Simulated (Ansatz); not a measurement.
Reaction: OF2 (SMILES FOF) → F (doublet) + OF (SMILES F[O], doublet) (the F-O bond breaks)
Each species at its own B3LYP-D3(BJ)/def2-TZVP minimum (Ansatz, a quantum-chemistry and plane-wave program).

Total energies in hartree (Ansatz). Open shells are spin-unrestricted; no spin-orbit coupling. Correlated methods leave the cores frozen. No relativity. The restricted determinant of F2O (FOF, singlet) is unstable towards broken spin symmetry in at least one set run.

```csv
species,HF/cc-pVTZ,CCSD(T)/cc-pVTZ,HF/cc-pVQZ,CCSD(T)/cc-pVQZ,CCSDT(Q)/cc-pVTZ
1: OF2 (SMILES FOF),-273.55831,-274.34919,-273.58061,-274.43575,-274.35176
2: F (doublet),-99.40552,-99.62036,-99.41377,-99.65026,-99.62061
"3: OF (SMILES [O]F, doublet)",-174.19254,-174.67003,-174.20651,-174.72344,-174.67215
```

Question: Work out the bond dissociation energy (electronic) in kcal/mol: take Hartree-Fock from cc-pVQZ, extrapolate the CCSD(T) correlation energy as X^-3 (X = 3, 4), and add CCSDT(Q) - CCSD(T) in cc-pVTZ. 1 hartree = 627.51 kcal/mol.

Answer: 
Species 1: correlation (64·(-0.85514) - 27·(-0.79088))/37 = -0.90203; step -0.00257; E1 = -273.58061 + (-0.90203) + (-0.00257) = -274.48521
Species 2: correlation (64·(-0.23649) - 27·(-0.21484))/37 = -0.25229; step -0.00025; E2 = -99.41377 + (-0.25229) + (-0.00025) = -99.66631
Species 3: correlation (64·(-0.51693) - 27·(-0.47749))/37 = -0.54571; step -0.00212; E3 = -174.20651 + (-0.54571) + (-0.00212) = -174.75434
-1·E1 +1·E2 +1·E3 = 0.06456 hartree = 40.5 kcal/mol.
